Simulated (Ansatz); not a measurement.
# PS: the cost of one run

Program: Ansatz 0.2.0. Level of theory: the levels named in each step. These are calculated values, not measurements.

### 1 The starting structure

Bond lengths: P1–S2 1.915 Å.

Structure file:

```xyz
2

P     0.0000    0.0000    0.0000
S     0.0000    0.0000    1.9150
```

### 2 A rough first relaxation, PBE-D4/def2-SVP

This run stands in another session on the same molecule. It ended at:

```xyz
2

P     0.0000    0.0000   -0.0074
S     0.0000    0.0000    1.9223
```

### 3 Relaxation, PBE0-D4/def2-TZVPP

This run stands in another session on the same molecule. It ended at:

```xyz
2

P     0.0000    0.0000    0.0116
S     0.0000    0.0000    1.9033
```

### 4 Bond length 1.6647 Å, PBE0-D4/def2-QZVPP

File input.yaml:

```yaml
crystal:
  periodic: [false, false, false]
  atoms:
    - { symbol: P, position_ang: [0.0, 0.0, 0.0] }
    - { symbol: S, position_ang: [0.0, 0.0, 1.6647] }
magnetization:
  spin_polarized: true
  initial_magnetization: 1
basis:
  gaussian: { orbitals: def2-QZVPP.json }
hamiltonian:
  xc: pbe0
  dispersion: d4
```

On the command line:

```
$ ansatz run input.yaml --threads 2 --pin off --max-ram 5120MiB --backend cpu --events-out ev --progress --plain --runs-dir out
```

Q: Estimate wall time and peak memory on 2 threads of Intel Xeon at 2.50GHz (Skylake/Cascade Lake), shared host.

About 5.8 s, with a peak of 0.25 GiB.
